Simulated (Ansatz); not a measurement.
**H2Cl (doublet): from Hartree-Fock to the top rungs at distance Cl1–H2 along a hydrogen transfer = 1.871 Å, cc-pVDZ**

How much of the correlation energy of H2Cl (doublet) does each wave-function method recover here?

Computed with Ansatz 0.2.0, Gaussian basis. Level: cc-pVDZ, core rule «outside noble gas», up to 5 orbitals frozen.

Plan: UHF; CCSD(T) on ROHF; CCSD(T) on UHF; BCCD(T) on ROHF; CISD; CCSDT(Q) on ROHF; CCSDT(Q) on UHF; CISDTQ; CCSDTQ on ROHF; CCSDTQ on UHF; CASSCF and MRCISD+Q, 3 electrons in 3 orbitals; CASSCF and NEVPT2, 3 electrons in 3 orbitals; CASSCF and MRCISD+Q, 9 electrons in 6 orbitals; CASSCF and NEVPT2, 9 electrons in 6 orbitals; Full CI.

### Step 1. What is computed

The geometry derives from fragments relaxed apart (PBE0/def2-TZVP) and kept rigid, so it is no stationary point. A hydrogen atom is moved between rigid fragments.

3 atoms, charge 0, spin multiplicity 2.

Atoms are counted from 1 here; the program's logs count them from 0.

Bond lengths: H2–H3 0.745 Å.

### Step 2. UHF

in.yaml

```yaml
crystal:
  periodic: [false, false, false]
  atoms:
    - {symbol: Cl, position_ang: [0.000000, 0.000000, -1.495667]}
    - {symbol: H, position_ang: [0.000000, 0.000000, 0.375333]}
    - {symbol: H, position_ang: [0.000000, 0.000000, 1.120333]}
basis:
  gaussian: {orbitals: cc-pVDZ}
magnetization: {spin_polarized: true, initial_magnetization: 1}
hamiltonian: {xc: hf}
output: {orbitals: {seedname: orbitals}}
```

On the command line:

```sh
ansatz run in.yaml --threads 1 --pin off --events-out ev --progress --plain --max-ram 2816MiB --backend cpu
```

After this run come: CCSD(T) on ROHF; CCSD(T) on UHF; BCCD(T) on ROHF; CISD; CCSDT(Q) on ROHF; CCSDT(Q) on UHF; CISDTQ; CCSDTQ on ROHF; CCSDTQ on UHF; CASSCF and MRCISD+Q, 3 electrons in 3 orbitals; CASSCF and NEVPT2, 3 electrons in 3 orbitals; CASSCF and MRCISD+Q, 9 electrons in 6 orbitals; CASSCF and NEVPT2, 9 electrons in 6 orbitals; Full CI.

Before running them: what should the planned runs give, taken together? Wanted: FCI below the RHF energy; RMP2 from FCI; UMP2 from FCI; RCCSD from FCI; RCCSD(T) from FCI; UCCSD(T) from FCI; RCCSDT(Q) from FCI; UCCSDT(Q) from FCI; NEVPT2 pair from FCI.

The runs gave:

| quantity | value |
| --- | --- |
| FCI below the RHF energy | -4.7370 eV |
| RMP2 from FCI | +714.0 meV |
| UMP2 from FCI | +726.8 meV |
| RCCSD from FCI | +61.5 meV |
| RCCSD(T) from FCI | +12.8 meV |
| UCCSD(T) from FCI | +12.5 meV |
| RCCSDT(Q) from FCI | +0.4 meV |
| UCCSDT(Q) from FCI | +0.1 meV |
| NEVPT2 pair from FCI | +650.5 meV |
| NEVPT2 valence from FCI | +1032.6 meV |
| MRCISD+Q valence from FCI | -5.8 meV |
| levels within 1 kcal/mol (43 meV) | RCCSD(T), UCCSD(T), BCCD(T), RCCSDT, UCCSDT, CISDTQ, RCCSDT(Q), UCCSDT(Q), RCCSDTQ, UCCSDTQ, MRCISD+Q valence |
| T1 diagnostic | 0.017 |
| effectively unpaired electrons | 1.02 |

RCCSD(T) lands +12.8 meV from the yardstick (0.3 % of the correlation energy). MRCISD+Q valence falls below full CI: the +Q correction isn't variational, and the cores differ from full CI's. One determinant dominates. Of the multireference levels listed MRCISD+Q valence comes nearest in total energy (-5.8 meV), which doesn't show that its space is the better one. These misses are within one basis, not against nature; the frozen cores of restricted and unrestricted runs differ, which can shift their rows.
